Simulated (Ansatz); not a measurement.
**CH₃O radical: small, medium and large basis sets**

How large a basis does CH₃O radical need? Two functionals and correlated methods are run in growing sets.

Program: Ansatz 0.2.0, Gaussian basis. Level of theory: one geometry, several basis sets. These are calculated values, not measurements.

Levels to be run: PBE0-D4/def2-SVP; ωB97M-V/def2-SVP; PBE0-D4/def2-QZVPP; ωB97M-V/def2-QZVPP; CCSD(T)/cc-pV(D+d)Z; CCSD(T)/cc-pV(T+d)Z; MP2/cc-pV(Q+d)Z; the functionals' def2-TZVPP values are taken from earlier runs.

2 further runs of the same task are left out: 2 that didn't finish.

## Step 1: The geometry

The geometry comes from an earlier relaxation with PBE0-D4 in a triple-zeta def2 set; it is a stationary point.

SMILES `[CH2]O`, 5 atoms, charge 0, spin multiplicity 2.

Atoms are counted from 1 here; the program's logs count them from 0.

Bond lengths: C1–O2 1.357 Å, C1–H3 1.080 Å, C1–H4 1.084 Å, O2–H5 0.960 Å. Angles: O2–C1–H3 113.9°, O2–C1–H4 119.2°, H3–C1–H4 121.2°, C1–O2–H5 109.6°.

## Step 2: PBE0-D4 in def2-SVP

File in.yaml:

```yaml
crystal:
  periodic: [false, false, false]
  atoms:
    - {symbol: C, position_ang: [-0.327167, -0.313571, 0.020219]}
    - {symbol: O, position_ang: [0.269399, 0.900722, 0.120187]}
    - {symbol: H, position_ang: [-1.375226, -0.266482, -0.236206]}
    - {symbol: H, position_ang: [0.274325, -1.179621, -0.229957]}
    - {symbol: H, position_ang: [1.208470, 0.785253, 0.284355]}
basis:
  gaussian: {orbitals: def2-SVP}
magnetization: {spin_polarized: true, initial_magnetization: 1}
hamiltonian: {xc: pbe0, dispersion: d4}
output: {orbitals: {seedname: orbitals}}
```

Further steps of the session: ωB97M-V in def2-SVP; PBE0-D4 in def2-QZVPP; ωB97M-V in def2-QZVPP; CCSD(T) in cc-pV(D+d)Z; CCSD(T) in cc-pV(T+d)Z; MP2 in cc-pV(Q+d)Z.

Q: Predict the results of all the runs planned. Wanted: MP2 correlation recovered, cc-pV(D+d)Z; MP2 correlation recovered, cc-pV(T+d)Z; MP2 correlation recovered, cc-pV(Q+d)Z; CCSD(T) limit from def2 sets; PBE0-D4: double and triple zeta above quadruple; ωB97M-V: double and triple zeta above quadruple.

The runs gave:

```
                                                                 quantity          value
                                   MP2 correlation recovered, cc-pV(D+d)Z         69.7 %
                                   MP2 correlation recovered, cc-pV(T+d)Z         88.6 %
                                   MP2 correlation recovered, cc-pV(Q+d)Z         95.3 %
CCSD(T) limit from def2 sets (earlier runs) less the limit of this series        -17 meV
                          PBE0-D4: double and triple zeta above quadruple  3.99, 0.19 eV
                          ωB97M-V: double and triple zeta above quadruple  4.13, 0.19 eV
```

In words: PBE0-D4 gains 3.80 eV from double to triple zeta, then 0.19 eV more. In cc-pV(D+d)Z MP2 holds 70 % of its limit, in cc-pV(Q+d)Z 95 %, while Hartree-Fock is within 0.077 eV in the largest set. A limit from the def2 sets, made apart, differs by 17 meV, a least measure of the doubt on such a limit. These are total energies; as a rule much of such shifts cancels in differences, which this series doesn't test. The LUMO of ωB97M-V is positive and keeps falling with the basis (1.98 to 1.20 eV): an unbound level that the basis holds in place.
